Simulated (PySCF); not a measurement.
**Isomerisation enthalpies of C2H4Cl2**

**Measured values to compare with.**

From Active Thermochemical Tables 1.112, for the gas at 298.15 K: enthalpy of formation of `ClCCCl` (1,2-dichloroethane) -130.09 ± 0.59 kJ/mol; enthalpy of formation of `CC(Cl)Cl` (1,1-dichloroethane) -127.4 ± 1.1 kJ/mol.

The runs below try to reproduce these values; the comparison stands at the end.

Differences of these values give the isomerisation enthalpies. Geometries: GFN2-xTB; runs in PySCF, gas phase, with a dispersion term only where the level names one. Total electronic energies (Eh):

```
  SMILES  PBE0/pcSseg-1
  ClCCCl     -998.57348
CC(Cl)Cl     -998.57241
```

Geometry of `ClCCCl` (Å):
```
atom  x, y, z in Å
Cl1   -1.9133    0.9262    0.3362
C2    -0.6814   -0.3255    0.0253
C3     0.6838    0.3271   -0.0307
Cl4    1.9174   -0.9218   -0.3471
H5    -0.9327   -0.8023   -0.9219
H6    -0.7423   -1.0516    0.8356
H7     0.7417    1.0554   -0.8393
H8     0.9359    0.8018    0.9173
```

Geometry of `CC(Cl)Cl` (Å):
```
atom  x, y, z in Å
C1    -0.8280   -0.0121    0.0202
C2     0.6787    0.0253    0.1221
Cl3    1.3335    1.4110   -0.7889
Cl4    1.3868   -1.4785   -0.5224
H5    -1.2443    0.9077    0.4246
H6    -1.2114   -0.8576    0.5867
H7    -1.1357   -0.1132   -1.0177
H8     1.0295    0.1269    1.1508
```

Zero-point and thermal terms are left out, so the computed numbers are electronic energies.

## Comparison

Relative to `ClCCCl`, the lowest by measurement, in kJ/mol (measured: enthalpies at 298.15 K; computed: electronic energies):

| SMILES | measured | PBE0/pcSseg-1 |
| --- | --- | --- |
| ClCCCl | 0.0 | 0.0 |
| CC(Cl)Cl | 2.7 | 2.8 |

Measured values: -130.09 kJ/mol (298.15 K; Active Thermochemical Tables 1.112) for the first row; the others come from the same table. Unsigned miss: PBE0/pcSseg-1 0.1 kJ/mol. The two lowest measured values lie only 2.7 kJ/mol apart, so their order may not be settled by the table. One conformer stands for `ClCCCl`, not necessarily the lowest, while the measurement averages over conformers. Where a level misses, the cause wasn't examined.
